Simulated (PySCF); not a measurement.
**Do core-level shifts follow atomic charges?**

Species: C3H4F2.
SMILES with atom numbers: `[CH2:1]=[CH:2][CH:3]([F:4])[F:5]`

Binding energies: delta-SCF UKS SCAN, pcX-2 on the ionised atom, pcseg-1 elsewhere, spin-free X2C in PySCF 2.14.0. Charges: PBE0/pcSseg-1 ground-state density, for the ionised atom.

| atom | environment | C 1s (eV) | Mulliken (e) | IAO (e) | Hirshfeld (e) | ESP (e) |
| --- | --- | --- | --- | --- | --- | --- |
| C1 | terminal =CH2 carbon | 291.06 | -0.119 | -0.286 | -0.082 | -0.369 |
| C2 | alkene CH carbon | 291.29 | -0.331 | -0.185 | -0.063 | -0.168 |
| C3 | CHF2 carbon | 295.83 | +0.563 | +0.444 | +0.148 | +0.400 |

Problem. Give the correlation coefficient and slope of binding energy on charge for each scheme.

Solution. Hirshfeld: r = 1.00, slope 21.0 eV per e; IAO: r = 1.00, slope 6.8 eV per e; ESP: r = 0.98, slope 6.6 eV per e; Mulliken: r = 0.96, slope 5.5 eV per e. On 3 points no scheme stands out.

Problem. The point-charge model writes a binding energy as kq + V + constant, with V the potential of the other atoms' charges at the site. What does it give with the IAO charges?

Solution. V = Σ 14.40 eV Å × q/r over all other atoms: +3.85 eV at C1, +2.82 eV at C2, -5.39 eV at C3. Fitting binding energy − V to q gives k = 19.6 eV per e and leaves an rms residual of 0.29 eV, against 0.18 eV for the fit on q alone. The model has no term for differences in relaxation between sites.

The structure is a single GFN2-xTB conformer in the gas phase; no vibrational or solvent corrections.

Shape of the structure used: `[CH2:1]=[CH:2][CH:3]([F:4])[F:5]`: C1–C2–C3–F4 -128°.
